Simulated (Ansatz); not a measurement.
## 2H WSe2

Method: r²SCAN (Ansatz, an electronic-structure program, plane waves, PAW).

Run with plane-wave cutoff 600 eV, 12×12×4 k mesh (along the axes of the cell as run), no spin polarisation, scalar-relativistic PAW data made under PBE.

Cell (measured lattice):

```
WSe2
1.0
    3.28200     0.00000     0.00000
   -1.64100     2.84230     0.00000
    0.00000     0.00000    12.96000
W Se
2 4
Direct
  0.66667   0.33333   0.75000
  0.33333   0.66667   0.25000
  0.66667   0.33333   0.12135
  0.33333   0.66667   0.62135
  0.33333   0.66667   0.87865
  0.66667   0.33333   0.37865
```

```json
{
 "elastic constant C11": "217 GPa",
 "elastic constant C12": "48.3 GPa",
 "elastic constant C13": "18.2 GPa",
 "elastic constant C33": "67.9 GPa",
 "elastic constant C44": "20.2 GPa",
 "elastic constant C66": "84.5 GPa",
 "Voigt–Reuss–Hill bulk modulus": "63.8 GPa",
 "Voigt–Reuss–Hill shear modulus (Hill average)": "43.2 GPa",
 "young_modulus": "106 GPa",
 "poisson_ratio": "0.224"
}
```

Note: the cell isn't this level's own, so it is under some stress, which shifts stiffness and frequencies.

Elastic constants are with the ions relaxed.

Spin–orbit coupling is not included.

The computed numbers hold no vibrational or temperature effects.
